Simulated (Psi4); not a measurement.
Psi4 input (wB97X-D/6-311+G**):

```
memory 1500 MB

molecule {
0 2
C     0.04331652    0.08857560   -0.05016834
O     0.28420037    1.16326135   -0.56413326
O    -1.17571396   -0.20940703    0.47575220
H    -1.73368907    0.57233750    0.34585940
C     0.98613656   -0.99360220    0.07293969
H     0.70810696   -1.92539382    0.54158403
H     1.98097231   -0.84761866   -0.31702305
symmetry c1
no_reorient
no_com
}

set {
  basis 6-311+G**
  reference uks
  scf_type pk
  dft_radial_points 99
  dft_spherical_points 590
  e_convergence 1e-8
  d_convergence 1e-7
  maxiter 150
}

e = energy('wb97x-d')
print_out(f'\nFINAL {e:.10f} DIPOLE {variable("CURRENT DIPOLE")[0]:.6f} {variable("CURRENT DIPOLE")[1]:.6f} {variable("CURRENT DIPOLE")[2]:.6f}\n')
```

Problem. What final total energy does it give?

Solution. -228.41777 Eh.
